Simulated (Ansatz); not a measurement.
**BH₃ (triplet): wave-function methods side by side, cc-pVDZ**

Aim: climb from Hartree-Fock through coupled cluster and multireference methods for BH₃ (triplet) at one geometry and basis, and see what each rung misses.

Program: Ansatz 0.2.0, Gaussian basis. Level of theory: cc-pVDZ, core rule «outside noble gas», up to 1 orbitals frozen. These are calculated values, not measurements.

To be run: UHF; CCSD(T) on ROHF; CCSD(T) on UHF; BCCD(T) on ROHF; CISD; CCSDT(Q) on ROHF; CCSDT(Q) on UHF; CASSCF and MRCISD+Q, 6 electrons in 7 orbitals; CASSCF and NEVPT2, 6 electrons in 7 orbitals; Full CI.

29 further runs of the same task are left out: 6 for a known fault of the program, 9 that didn't finish, 14 set aside as unsound or not needed.

### 1 The system

The geometry is a PBE0/def2-TZVP stationary point (not a proven minimum).

4 atoms, charge 0, spin multiplicity 3.

Atoms are counted from 1 here; the program's logs count them from 0.

Bond lengths: B1–H2 1.281 Å, B1–H3 1.186 Å, B1–H4 1.281 Å. Angles: H2–B1–H3 117.7°, H2–B1–H4 49.8°, H3–B1–H4 117.7°.

### 2 UHF

in.yaml reads:

```yaml
crystal:
  periodic: [false, false, false]
  atoms:
    - {symbol: B, position_ang: [-0.114887, 0.000009, 0.089052]}
    - {symbol: H, position_ang: [0.311423, 0.539087, -0.991887]}
    - {symbol: H, position_ang: [0.609492, -0.000048, 1.028622]}
    - {symbol: H, position_ang: [0.311340, -0.539134, -0.991888]}
basis:
  gaussian: {orbitals: cc-pVDZ}
magnetization: {spin_polarized: true, initial_magnetization: 2}
hamiltonian: {xc: hf}
output: {orbitals: {seedname: orbitals}}
```

Launch:

```console
> ansatz run in.yaml --threads 1 --pin off --events-out ev --progress --plain --max-ram 2393MiB
```

The runs that follow: CCSD(T) on ROHF; CCSD(T) on UHF; BCCD(T) on ROHF; CISD; CCSDT(Q) on ROHF; CCSDT(Q) on UHF; CASSCF and MRCISD+Q, 6 electrons in 7 orbitals; CASSCF and NEVPT2, 6 electrons in 7 orbitals; Full CI.

**Question.** What will the summary of the whole plan be? Wanted: FCI below the RHF energy; RMP2 from FCI; UMP2 from FCI; RCCSD from FCI; RCCSD(T) from FCI; UCCSD(T) from FCI; RCCSDT(Q) from FCI; UCCSDT(Q) from FCI; NEVPT2 valence from FCI.

As calculated:

| quantity | value |
| --- | --- |
| FCI below the RHF energy | -3.0375 eV |
| RMP2 from FCI | +656.0 meV |
| UMP2 from FCI | +659.1 meV |
| RCCSD from FCI | +70.3 meV |
| RCCSD(T) from FCI | +15.1 meV |
| UCCSD(T) from FCI | +14.8 meV |
| RCCSDT(Q) from FCI | +0.2 meV |
| UCCSDT(Q) from FCI | -0.1 meV |
| NEVPT2 valence from FCI | +498.8 meV |
| MRCISD+Q valence from FCI | +1.5 meV |
| levels within 1 kcal/mol (43 meV) | RCCSD(T), UCCSD(T), BCCD(T), RCCSDT, UCCSDT, RCCSDT(Q), UCCSDT(Q), MRCISD+Q valence |
| T1 diagnostic | 0.015 |
| effectively unpaired electrons | 2.02 |

What this shows: RCCSD(T) lands +15.1 meV from the yardstick (0.5 % of the correlation energy). One determinant dominates. Of the multireference levels listed MRCISD+Q valence comes nearest in total energy (+1.5 meV), which doesn't show that its space is the better one. These misses are within one basis, not against nature; the frozen cores of restricted and unrestricted runs differ, which can shift their rows.
